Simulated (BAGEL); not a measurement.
# SiH4O2 (SMILES O[SiH2]O), step by step, part 2 of 2

BAGEL 1.2.2.

## 5. Bond 3-2 at 4.597 A: the energy at B3LYP/def2-SV(P) (density fitting with svp-jkfit) (run 15)

calc.json

```json
{ "bagel" : [

{
  "title" : "molecule",
  "basis" : "def2-sv_p_.json",
  "df_basis" : "svp-jkfit",
  "angstrom" : "true",
  "geometry" : [
    { "atom" : "O", "xyz" : [      -3.585830,       1.719512,      -0.541433 ] },
    { "atom" : "Si", "xyz" : [      -2.149270,       2.385582,      -0.107813 ] },
    { "atom" : "O", "xyz" : [       1.274030,      -0.668570,       0.183160 ] },
    { "atom" : "H", "xyz" : [      -3.657340,       1.347792,      -1.421843 ] },
    { "atom" : "H", "xyz" : [      -1.674010,       3.356412,      -1.120413 ] },
    { "atom" : "H", "xyz" : [      -2.429980,       3.012232,       1.204527 ] },
    { "atom" : "H", "xyz" : [       1.219010,      -1.336090,       0.868560 ] }
  ]
},

{ "title" : "ks", "xc_func" : "b3lyp" },

{ "title" : "print", "file" : "orbitals.molden", "orbitals" : "true" }

]}
```

The basis set def2-SV(P) is read from a file made from the Basis Set Exchange's data (not shown).

Command:

```
$ BAGEL_NUM_THREADS=1 BAGEL calc.json > calc.out
```

What it wrote:

```text
* using 1 threads per process

  ===============================================================
  ===============================================================

  *** Geometry ***

  { "atom" : "O", "xyz" : [     -6.776237,      3.249407,     -1.023160 ] },
  { "atom" : "Si", "xyz" : [     -4.061532,      4.508097,     -0.203737 ] },
  { "atom" : "O", "xyz" : [      2.407568,     -1.263414,      0.346122 ] },
  { "atom" : "H", "xyz" : [     -6.911371,      2.546958,     -2.686894 ] },
  { "atom" : "H", "xyz" : [     -3.163420,      6.342699,     -2.117274 ] },
  { "atom" : "H", "xyz" : [     -4.591997,      5.692294,      2.276226 ] },
  { "atom" : "H", "xyz" : [      2.303595,     -2.524844,      1.641341 ] },

  Number of auxiliary basis functions:      354

  Since a DF basis is specified, we compute 2- and 3-index integrals:
    o Being stored without compression. Storage requirement is 0.008 GB

  Number of basis functions:       54
  Number of electrons      :       34

    * METHOD: MOLECULE                             0.08

  *** Kohn-Sham DFT ***

    * Removing 9066 points whose weight is below 1.00e-10
    * Grid points: 95276

  === Nuclear Repulsion ===
    86.0566176252

       - DIIS with orbital gradients will be used.

  === KS iteration (b3lyp / def2-sv_p_.json) ===
      0       -422.77481094          0.13306759           0.16
      1       -385.46541168          0.10655225           0.16
      2       -384.28575071          0.27764020           0.16
      3       -405.19875689          0.15715511           0.16
      4       -411.21768143          0.11984096           0.16
      5       -415.92863538          0.09319591           0.16
      6       -435.01612808          0.09090797           0.16
      7       -372.64548206          0.04218727           0.16
      8       -406.07619437          0.15265770           0.16
      9       -405.87530879          0.15409457           0.16
     10       -405.25190851          0.15942751           0.16
     11       -403.94165408          0.17097138           0.16
     12       -398.44715267          0.20877322           0.16
     13       -220.71296884          0.11962354           0.16
     14       -409.01912628          0.12582588           0.16
     15       -411.99864734          0.11343293           0.16
     16       -411.77456616          0.10925719           0.16
     17       -413.72284470          0.10562125           0.16
     18       -414.96024088          0.09543288           0.16
     19       -220.94088214          0.11585449           0.16
     20       -414.81383748          0.09769798           0.16
     21       -414.45134754          0.10006041           0.16
     22       -415.57840468          0.08987977           0.16
     23       -416.66457945          0.08407320           0.16
     24       -428.78204202          0.08510245           0.16
     25       -359.13648387          0.07369699           0.16
     26       -412.87886961          0.11150134           0.16
     27       -412.58485904          0.11190145           0.16
     28       -413.46539986          0.10912589           0.16
     29       -411.71692660          0.11880621           0.16
     30       -408.81257787          0.13365995           0.16
     31       -357.30195563          0.10228952           0.16
     32       -414.79024691          0.10088619           0.16
     33       -428.36591165          0.09241882           0.16
     34       -416.82598036          0.08740112           0.16
     35       -436.54209627          0.07596583           0.16
     36       -429.37951742          0.08365331           0.16
     37       -359.69074040          0.06491554           0.16
     38       -413.28270268          0.11145176           0.16
     39       -410.75960771          0.12467532           0.16
     40       -409.84232712          0.12870441           0.16
     41       -409.13989473          0.13260582           0.16
     42       -407.51733076          0.14166725           0.16
     43       -357.22876210          0.10419928           0.16
     44       -413.97080350          0.10487204           0.16
     45       -417.00403533          0.08678914           0.16
     46       -439.90241775          0.08052909           0.16
     47       -429.21189303          0.09178836           0.16
     48       -437.11087232          0.06605407           0.16
     49       -432.84641672          0.12785805           0.16
     50       -441.49216389          0.03371681           0.16
     51       -441.38465337          0.04166747           0.16
     52       -441.42708311          0.04007186           0.16
     53       -441.47492271          0.03725709           0.16
     54       -437.38429459          0.05992388           0.16
     55       -441.25604683          0.02743577           0.16
     56       -441.28217998          0.02739003           0.16
     57       -441.70374343          0.01975422           0.16
     58       -441.75553355          0.01550809           0.16
     59       -441.32472004          0.02379075           0.16
     60       -441.79201094          0.01397783           0.16
     61       -441.34523068          0.02260360           0.16
     62       -441.72102035          0.01873934           0.16
     63       -441.74415654          0.01697537           0.16
     64       -441.72130087          0.01862276           0.16
     65       -441.74843747          0.01622033           0.16
     66       -441.78569710          0.01411035           0.16
     67       -437.24763879          0.06247341           0.17
     68       -441.35194262          0.02656534           0.17
     69       -441.43038333          0.02594995           0.17
     70       -441.47956210          0.02681358           0.17
     71       -441.94991519          0.00513850           0.17
     72       -441.84815824          0.01765242           0.17
     73       -441.82953351          0.01891977           0.17
     74       -441.95749203          0.00145832           0.17
     75       -441.95820010          0.00029798           0.17
     76       -441.95825217          0.00023999           0.17
     77       -441.95830106          0.00013520           0.17
     78       -441.95839875          0.00017790           0.16
     79       -441.95842163          0.00004607           0.16
     80       -441.95842207          0.00002580           0.16
     81       -441.95842426          0.00013711           0.16
     82       -441.95842606          0.00015599           0.16
     83       -441.95843449          0.00000838           0.16
     84       -441.95843494          0.00001594           0.16
     85       -441.95843506          0.00000431           0.16
     86       -441.95843506          0.00000045           0.16
     87       -441.95843506          0.00000007           0.16
     88       -441.95843506          0.00000005           0.16
     89       -441.95843506          0.00000001           0.16
     90       -441.95843506          0.00000000           0.16
    * SCF iteration converged.

    * Permanent dipole moment:
           (    1.692970,    -0.956344,     0.303124) a.u.

    * METHOD: KS                                  14.83

    * METHOD: PRINT                                0.01

  ===============================================================
```

Run time: 15 s. Hardware: 1 thread of Arm Neoverse V2, shared host; peak memory 0.27 GiB.

## 6. The series

```
run                                               level  frozen core orbitals              partner  energy (Eh)  dipole moment (D)  HOMO energy (eV)  LUMO energy (eV)  wall time
  1   B3LYP/def2-SV(P) (density fitting with svp-jkfit)                     –  bond 3-2 at 1.396 A  -442.141364               2.07             -8.13              0.83      3.3 s
  2  RI-MP2/def2-SV(P) (density fitting with svp-jkfit)                     7  bond 3-2 at 1.642 A  -441.281073                  –                 –                 –     0.57 s
  3   B3LYP/def2-SV(P) (density fitting with svp-jkfit)                     –  bond 3-2 at 1.642 A  -442.211204               1.24             -8.46              0.89      3.6 s
  4  RI-MP2/def2-SV(P) (density fitting with svp-jkfit)                     7  bond 3-2 at 1.888 A  -441.261309                  –                 –                 –     0.61 s
  5   B3LYP/def2-SV(P) (density fitting with svp-jkfit)                     –  bond 3-2 at 1.888 A  -442.192299               1.08             -7.88              0.59      3.6 s
  6  RI-MP2/def2-SV(P) (density fitting with svp-jkfit)                     7  bond 3-2 at 2.216 A  -441.202635                  –                 –                 –     0.61 s
  7   B3LYP/def2-SV(P) (density fitting with svp-jkfit)                     –  bond 3-2 at 2.216 A  -442.136986               1.91             -6.88             -0.69      3.6 s
  8  RI-MP2/def2-SV(P) (density fitting with svp-jkfit)                     7  bond 3-2 at 2.627 A  -441.135316                  –                 –                 –     0.64 s
  9   B3LYP/def2-SV(P) (density fitting with svp-jkfit)                     –  bond 3-2 at 2.627 A  -442.074547               2.92             -6.17             -2.25      3.9 s
 10  RI-MP2/def2-SV(P) (density fitting with svp-jkfit)                     7  bond 3-2 at 3.119 A  -441.080523                  –                 –                 –      0.7 s
 11   B3LYP/def2-SV(P) (density fitting with svp-jkfit)                     –  bond 3-2 at 3.119 A  -442.022995               3.69             -5.87             -3.37      4.2 s
 12  RI-MP2/def2-SV(P) (density fitting with svp-jkfit)                     7  bond 3-2 at 3.776 A  -441.045377                  –                 –                 –     0.74 s
 13   B3LYP/def2-SV(P) (density fitting with svp-jkfit)                     –  bond 3-2 at 3.776 A  -441.982766               4.34             -5.78             -4.15        9 s
 14  RI-MP2/def2-SV(P) (density fitting with svp-jkfit)                     7  bond 3-2 at 4.597 A  -441.046135                  –                 –                 –     0.84 s
 15   B3LYP/def2-SV(P) (density fitting with svp-jkfit)                     –  bond 3-2 at 4.597 A  -441.958435               5.00             -5.52             -4.57       15 s
```

## 7. Outcome

What follows sums up all 2 parts.

```
                                  quantity          value
 bond 3-2 at 4.597 A, run 15: total energy  -441.95844 Eh
bond 3-2 at 4.597 A, run 15: dipole moment         5.00 D
  bond 3-2 at 4.597 A, run 15: HOMO energy       -5.52 eV
  bond 3-2 at 4.597 A, run 15: LUMO energy       -4.57 eV
bond 3-2 at 4.597 A, run 15: HOMO–LUMO gap        0.94 eV
```

**Reading.** In runs 10, 11, 12, 13, 14, 15 a closed-shell determinant meets a far-stretched bond, which it describes badly. All runs together took 51 s, the longest 15 s.
